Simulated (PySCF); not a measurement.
methanidylidynesulfanium (CS), SMILES [S+]#[C-]. The structure is a stationary point at PBE0-D3(BJ)/def2-TZVPD.

PySCF with TDA-ωB97X/def2-TZVPD puts the lowest singlet excitations at 5.02, 5.02, 5.30, 5.64, 5.64, 8.69 eV.

What are the lowest excitation roots from ADC(2)/aug-cc-pVDZ in PySCF? (An estimate is asked for; the answer gives what the named calculation found.)

5.27, 5.27, 5.94, 6.16, 6.16, 8.30 eV. S1 differs by 0.25 eV (second minus first; roots are paired by order, and the bases may differ).
